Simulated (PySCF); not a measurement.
# Isomers of C5H10O: computed energies against enthalpies of formation

**Experimental background.**

From CRC Handbook of Chemistry and Physics, for the gas at 298.15 K: enthalpy of formation of `CCCC(C)=O` (methyl propyl ketone) -258.8 kJ/mol; enthalpy of formation of `OC1CCCC1` (cyclopentanol) -242.5 kJ/mol; enthalpy of formation of `CCCCC=O` (pentanal) -228.4 kJ/mol.

The runs below try to reproduce these values; the comparison stands at the end.

Differences of these values give the isomerisation enthalpies. Geometries: PBE0-D3(BJ)/def2-TZVP; runs in PySCF, gas phase, with a dispersion term only where the level names one. Total electronic energies (Eh):

| SMILES | PBE0-D3(BJ)/def2-TZVP | B97-2/pcSseg-2 | KT3/pcSseg-2 | PBE0/pcSseg-2 |
| --- | --- | --- | --- | --- |
| CCCC(C)=O | -271.56967 | -271.78877 | -276.08580 | -271.56166 |
| OC1CCCC1 | -271.56737 | -271.78119 | -276.08352 | -271.55955 |
| CCCCC=O | -271.55824 | -271.77760 | -276.07487 | -271.55021 |

Geometry of `CCCC(C)=O` (Å):
```
atom  x, y, z in Å
C1    -2.3955    0.3316    0.5133
C2    -1.2553   -0.4345   -0.1342
C3     0.0924    0.2080    0.1239
C4     1.2671   -0.5584   -0.4374
C5     2.6179    0.0945   -0.2970
O6     1.1348   -1.6328   -0.9689
H7    -2.4346    1.3655    0.1582
H8    -3.3595   -0.1304    0.2916
H9    -2.2857    0.3622    1.6013
H10   -1.4143   -0.5096   -1.2133
H11   -1.2320   -1.4642    0.2312
H12    0.2666    0.3274    1.2019
H13    0.1288    1.2279   -0.2796
H14    2.8080    0.3657    0.7446
H15    3.3957   -0.5768   -0.6556
H16    2.6413    1.0227   -0.8760
```

Geometry of `OC1CCCC1` (Å):
```
atom  x, y, z in Å
O1     1.247    1.409   -0.814
C2     0.862    0.658    0.331
C3     0.874   -0.842    0.043
C4    -0.435   -1.062   -0.700
C5    -1.425   -0.231    0.116
C6    -0.611    0.982    0.608
H7     2.161    1.194   -1.017
H8     1.509    0.920    1.177
H9     1.766   -1.154   -0.508
H10    0.864   -1.389    0.993
H11   -0.721   -2.112   -0.783
H12   -0.349   -0.656   -1.711
H13   -2.305    0.061   -0.459
H14   -1.780   -0.817    0.969
H15   -0.779    1.178    1.669
H16   -0.865    1.894    0.066
```

Geometry of `CCCCC=O` (Å):
```
atom  x, y, z in Å
C1    -2.346    0.508   -0.082
C2    -1.128   -0.225    0.450
C3     0.161    0.207   -0.229
C4     1.378   -0.518    0.305
C5     2.678   -0.112   -0.315
O6     2.802    0.722   -1.170
H7    -2.247    1.588    0.058
H8    -3.260    0.190    0.424
H9    -2.478    0.327   -1.152
H10   -1.042   -0.059    1.530
H11   -1.263   -1.305    0.321
H12    0.088    0.041   -1.309
H13    0.303    1.285   -0.108
H14    1.485   -0.381    1.390
H15    1.289   -1.607    0.176
H16    3.570   -0.649    0.078
```

Zero-point and thermal terms are left out, so the computed numbers are electronic energies.

**Comparison with experiment**

Relative to `CCCC(C)=O`, the lowest by measurement, in kJ/mol (measured: enthalpies at 298.15 K; computed: electronic energies):

| SMILES | measured | PBE0-D3(BJ)/def2-TZVP | B97-2/pcSseg-2 | KT3/pcSseg-2 | PBE0/pcSseg-2 |
| --- | --- | --- | --- | --- | --- |
| CCCC(C)=O | 0.0 | 0.0 | 0.0 | 0.0 | 0.0 |
| OC1CCCC1 | 16.3 | 6.0 | 19.9 | 6.0 | 5.5 |
| CCCCC=O | 30.4 | 30.0 | 29.3 | 28.7 | 30.1 |

Measured values: -258.8 kJ/mol (298.15 K; CRC Handbook of Chemistry and Physics) for the first row; the others come from the same table. Mean unsigned miss over the other isomers: B97-2/pcSseg-2 2.3, PBE0-D3(BJ)/def2-TZVP 5.3, PBE0/pcSseg-2 5.5, KT3/pcSseg-2 6.0 kJ/mol. One conformer stands for `CCCC(C)=O`, `OC1CCCC1` and `CCCCC=O`, not necessarily the lowest, while the measurement averages over conformers. Where a level misses, the cause wasn't examined.
